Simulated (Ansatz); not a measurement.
Relaxed structures of CH5AlN (charge -1), singlet (PBE0-D4/def2-TZVPD; forces vanish, vibrations not checked; lower isomers may exist, and structures with a doubtful reference or unclear bonds are left out; Å). Computed with Ansatz 0.2.0 (basis: def2-TZVPPD); correlated methods freeze the cores.

Q: Rank them by CCSD(T) energy, lowest first, and give each one's height above the lowest. Links in brackets join atoms within 1.22 times the sum of their covalent radii (1.1 for two metals). (To be estimated.)
A.
CH₅AlN ([CH3][Al][NH2]), total charge -1
```
8
angstrom
C -0.7508 0.7783 -0.3668
Al 0.9444 -0.3441 -0.0994
N 0.3128 -1.5293 1.1633
H -0.5641 1.8277 -0.0952
H -1.6057 0.4230 0.2312
H -1.0571 0.7849 -1.4226
H -0.6264 -1.5360 1.5464
H 0.8582 -2.2704 1.5777
```
B.
CH₅AlN ([CH3][AlH][NH]), total charge -1
```
8
angstrom
C -0.7953 0.8928 -0.4470
Al 0.6390 -0.3870 0.1016
N 0.3056 -1.6721 1.2059
H -0.5349 1.9273 -0.1873
H -1.7468 0.6519 0.0389
H -0.9566 0.8782 -1.5330
H 2.0448 0.0245 -0.6576
H 1.0442 -2.3155 1.4785
```
C.
CH₅AlN ([CH2][AlH][NH2]), total charge -1
```
8
angstrom
C -0.7936 0.8303 -0.1579
Al 0.6502 -0.2436 0.2020
N 0.6338 -1.8389 1.0966
H -0.6925 1.7708 -0.7045
H -1.8302 0.6333 0.1251
H -0.1818 -2.2881 1.4812
H 2.1982 0.0450 -0.2170
H 1.4524 -2.3991 1.2690
```

A: Computed: A (0.00 kcal/mol), B (8.72 kcal/mol), C (11.46 kcal/mol). Heights count from the lowest.

No T1 diagnostic of these runs exceeds 0.017. The restricted Hartree–Fock reference is unstable towards an unrestricted one at one or more of these structures.

For scale, one of the runs: CCSD(T)/def2-TZVPPD, 207 basis functions, launched by `ansatz run in.yaml --threads 2 --pin off --events-out ev --progress --plain --max-ram 4352MiB`. Hardware: 2 CPU threads of an Intel Xeon Platinum 8259CL, shared host. Wall time 39 s; peak host memory 2.7 GiB.
